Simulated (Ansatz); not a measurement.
# CH5BO (built from SMILES CBO): search for a transition state

Aim: find the saddle point of a 1,2-elimination that is to form O2–H4 and break B1–O2, C3–H4, prove it by its vibrations, and relax downhill on both sides to see what it joins.

The runs use Ansatz 0.2.0, Gaussian basis; PBE0-D4, def2-SVP first, then def2-TZVP.

90 further runs of the same task are left out: 90 set aside as unsound or not needed.

**1. The starting structure**

The guess: 8 atoms, charge 0, spin multiplicity 1.

Atoms are counted from 1 here; the program's logs count them from 0.

Bond lengths: B1–C3 1.449 Å, B1–H5 1.155 Å, O2–H6 0.958 Å, C3–H7 1.083 Å, C3–H8 1.084 Å. Angles: C3–B1–H5 142.1°, B1–C3–H7 122.0°, B1–C3–H8 127.1°, H7–C3–H8 109.1°.

Coordinates:

```
B    -0.75030   -0.11900   -0.28260
O     0.40350   -1.42980   -0.24110
C     0.10710    0.95030    0.18870
H     0.72450   -0.19060   -0.33960
H    -1.70060   -0.31730   -0.90890
H     0.46640   -1.78440    0.64690
H    -0.08020    1.98800   -0.05890
H     0.82960    0.90260    0.99550
```

Distances that are to change: O2–H4 1.28 Å, B1–O2 1.75 Å, C3–H4 1.40 Å.

**2. Constrained relaxation of the guess**

Contents of hold/in.yaml:

```yaml
crystal:
  periodic: [false, false, false]
  atoms:
    - {symbol: B, position_ang: [-0.750300, -0.119000, -0.282600]}
    - {symbol: O, position_ang: [0.403500, -1.429800, -0.241100]}
    - {symbol: C, position_ang: [0.107100, 0.950300, 0.188700]}
    - {symbol: H, position_ang: [0.724500, -0.190600, -0.339600]}
    - {symbol: H, position_ang: [-1.700600, -0.317300, -0.908900]}
    - {symbol: H, position_ang: [0.466400, -1.784400, 0.646900]}
    - {symbol: H, position_ang: [-0.080200, 1.988000, -0.058900]}
    - {symbol: H, position_ang: [0.829600, 0.902600, 0.995500]}
basis:
  gaussian: {orbitals: def2-SVP}
hamiltonian: {xc: pbe0, dispersion: d4}
relax: {f_tol: 0.08, max_steps: 120, escape_saddle: false, constraints: [{distance: [1, 3]}, {distance: [0, 1]}, {distance: [2, 3]}]}
```

Launch:

```bash
$ ansatz run in.yaml --threads 2 --pin off --events-out ev --progress --plain --max-ram 4352MiB
```

The runs that follow: A starting Hessian; Saddle search in the small basis; Saddle search in triple zeta; Vibrations at the point found; Relaxing after a step of 0.30 Å one way along the mode; Relaxing after a step of 0.30 Å the other way along the mode.

**Question.** What will these runs give? Wanted: imaginary mode; barrier from the start side; barrier from the end side; energy of the step; pairs that change; zero-point energy at the saddle.

**Answer**, as computed:

```
                       quantity                                       value
                 imaginary mode                                  1469i cm⁻¹
    barrier from the start side                                333.8 kJ/mol
      barrier from the end side                                 54.5 kJ/mol
             energy of the step                               +279.4 kJ/mol
              pairs that change  O2–H4 formed, B1–O2 loosened, C3–H4 broken
zero-point energy at the saddle                                    1.578 eV
```

The point has a single imaginary mode (1469i cm⁻¹), as a transition state must. Going downhill both ways gives the intended start and end. A bond meant to break is only loosened at the end: the products stay bound as an adduct. At PBE0-D4/def2-TZVP the electronic barrier is 333.8 kJ/mol, about 135 kT at 298 K, and the step runs 279.4 kJ/mol uphill. With so stiff a mode tunnelling counts: Wigner's rough correction is a factor of 3.1 at 298 K. A step off the saddle overshot and began above it in energy, so the link to its end is likely but not proven. The ends are the nearest minima, not always the lowest complexes.
